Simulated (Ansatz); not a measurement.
# AlBe (quartet): from Hartree-Fock to the top rungs, aug-cc-pVDZ

An exercise on one series of results from a longer session: the logs are not shown, and one member is left open.

The runs use Ansatz 0.2.0, Gaussian basis; aug-cc-pVDZ, core rule «outside noble gas», up to 6 orbitals frozen.

Plan: UHF; CCSD(T) on ROHF; CCSD(T) on UHF; BCCD(T) on ROHF; CISD as a restricted active space (open shells left free, so some higher excitations enter); CCSDT(Q) on ROHF; CCSDT(Q) on UHF; Full CI.

28 further runs of the same task are left out: 5 for a known fault of the program, 11 that didn't finish, 12 set aside as unsound or not needed. Runs told in other sessions of the task aren't counted.

## The geometry

The geometry is a PBE0/def2-TZVP stationary point (not a proven minimum) of the parent state, kept for this charge and spin.

2 atoms, charge 0, spin multiplicity 4.

Atoms are counted from 1 here; the program's logs count them from 0.

No contacts short enough for the rule that draws bonds.

Set-up of the first run:

The input, in.yaml:

```yaml
crystal:
  periodic: [false, false, false]
  atoms:
    - {symbol: Al, position_ang: [0.000000, 0.000000, 0.000000]}
    - {symbol: Be, position_ang: [0.000000, 0.000000, 2.412500]}
basis:
  gaussian: {orbitals: aug-cc-pVDZ}
magnetization: {spin_polarized: true, initial_magnetization: 3}
hamiltonian: {xc: hf}
output: {orbitals: {seedname: orbitals}}
```

Started as:

```console
> ansatz run in.yaml --threads 1 --pin off --events-out ev --progress --plain --max-ram 2393MiB
```

Steps of the session up to this table: UHF; CCSD(T) on ROHF; CCSD(T) on UHF; BCCD(T) on ROHF; CISD as a restricted active space (open shells left free, so some higher excitations enter); CCSDT(Q) on ROHF; CCSDT(Q) on UHF; Full CI.

One table of the session follows, with a row left open; its other results are not shown here.

| method | from FCI (kcal/mol) |
| --- | --- |
| ROHF | +47.21 |
| UHF | +45.52 |
| RMP2 | +15.74 |
| UMP2 | +15.22 |
| CISD | +2.96 |
| RCCSD | +2.99 |
| UCCSD | +2.84 |
| RCCSD(T) | +0.97 |
| UCCSD(T) | +0.92 |
| BCCD(T) | +0.91 |
| RCCSDT | +0.13 |
| UCCSDT | ? |
| RCCSDT(Q) | +0.03 |
| UCCSDT(Q) | +0.03 |
| FCI | 0 |

**Question.** Estimate the row for UCCSDT.

As computed: from FCI (kcal/mol): +0.11. In the column «from FCI (kcal/mol)» it lies between UCCSDT(Q) (+0.03) and RCCSDT (+0.13).

To keep in mind: Levels on UHF freeze UHF's core orbitals, full CI those of ROHF, so the U rows can settle a little off it for that reason alone. Restricted and unrestricted rows rest on different reference determinants; a gap between their highest levels can come from leftover correlation error, from unlike frozen cores or from another state.
